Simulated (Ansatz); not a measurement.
Basis-set series for C₃H₇N (`C1CNC1`). Charge 0, multiplicity 1. All single points use the PBE0-D4/def2-TZVP geometry.

```
functional       basis  functions  energy (Eh)  HOMO (eV)  LUMO (eV)
   PBE0-D4    def2-SVP         91   -172.91171      -6.29       1.82
   PBE0-D4  def2-TZVPP        222   -173.10299      -6.48       1.23
   ωB97M-V    def2-SVP         91   -173.01727      -8.67       3.49
   ωB97M-V  def2-TZVPP        222   -173.21820      -8.86       2.68
```

**Question.** Give the rows for def2-QZVPP. (Estimate.)

**Answer.** Ansatz gave: 
```
functional       basis  functions  energy (Eh)  HOMO (eV)  LUMO (eV)
   PBE0-D4  def2-QZVPP        438   -173.11305      -6.52       0.73
   ωB97M-V  def2-QZVPP        438   -173.22800      -8.89       1.86
```

Positive LUMOs are unbound and depend on the basis.
